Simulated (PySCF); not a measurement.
First SCF of a structure search on singlet MgCl₂, at a hand-made bent geometry. PySCF input:

```python
from pyscf import gto, scf, dft
mol = gto.M(atom='''
Mg     0.000000     0.000000     0.000000
Cl     1.949600     0.000000     1.365100
Cl    -1.949600     0.000000     1.365100''',
    basis={'Mg': 'def2-TZVP', 'Cl': 'def2-TZVP'},
    charge=0, spin=0)
mf = dft.RKS(mol, xc='PBE')
mf.grids.atom_grid = (50, 194)
aux = {'Mg': 'def2-universal-JKFIT', 'Cl': 'def2-universal-JKFIT'}
mf = mf.density_fit(auxbasis=aux)
mf.conv_tol = 1e-08
mf.diis_space = 10
mf.max_cycle = 60
mf.init_guess = 'minao'
mf.verbose = 4
mf.kernel()
```

Excerpt of the output (cycles and frontier levels):

```
init E= -1120.05550044436
  HOMO = -0.337077972669068  LUMO = -0.124274176661014  gap/eV = 5.79069
cycle= 1 E= -1120.01710039171  delta_E= 0.0384  |g|= 0.515  |ddm|= 1.73
  HOMO = -0.152762429374541  LUMO = -0.14844376439329  gap/eV = 0.11752
cycle= 2 E= -1119.33411948612  delta_E= 0.683  |g|= 1.48  |ddm|= 2.29
  HOMO = -0.244733604981107  LUMO = -0.142233211318786  gap/eV = 2.78918
cycle= 3 E= -1120.114089639  delta_E= -0.78  |g|= 0.0824  |ddm|= 1.79
  HOMO = -0.245429138526847  LUMO = -0.161795913091527  gap/eV = 2.27578
cycle= 4 E= -1120.11475708674  delta_E= -0.000667  |g|= 0.0611  |ddm|= 0.171
  HOMO = -0.244938190050371  LUMO = -0.159725591476494  gap/eV = 2.31875
cycle= 5 E= -1120.11596457379  delta_E= -0.00121  |g|= 0.015  |ddm|= 0.0574
  HOMO = -0.246777454063289  LUMO = -0.159658425240114  gap/eV = 2.37063
cycle= 6 E= -1120.11603841773  delta_E= -7.38e-05  |g|= 0.00262  |ddm|= 0.0165
  HOMO = -0.246913399247959  LUMO = -0.159485488222856  gap/eV = 2.37903
cycle= 7 E= -1120.11604012885  delta_E= -1.71e-06  |g|= 0.000818  |ddm|= 0.00321
  HOMO = -0.246979547859527  LUMO = -0.15951542728903  gap/eV = 2.38002
cycle= 8 E= -1120.11604028162  delta_E= -1.53e-07  |g|= 0.00019  |ddm|= 0.000626
  HOMO = -0.246990003330915  LUMO = -0.159515379379595  gap/eV = 2.38031
cycle= 9 E= -1120.11604029145  delta_E= -9.83e-09  |g|= 4.28e-05  |ddm|= 0.000179
  HOMO = -0.24698858313224  LUMO = -0.159508124364585  gap/eV = 2.38046
Extra cycle  E= -1120.11604029134  delta_E= 1.1e-10  |g|= 4.54e-05  |ddm|= 6.6e-05
converged SCF energy = -1120.11604029134
```

No lower solution of this spin was found by a stability analysis within the restricted form, which does not test spin polarisation.

The search for the lowest solution, with the stability check, took 6.3 s on 2 threads of a shared Arm Neoverse V1 host, with 106 basis functions; the process peaked at 0.28 GiB. Launch command: `OMP_NUM_THREADS=2 python axn.py task.json out`.
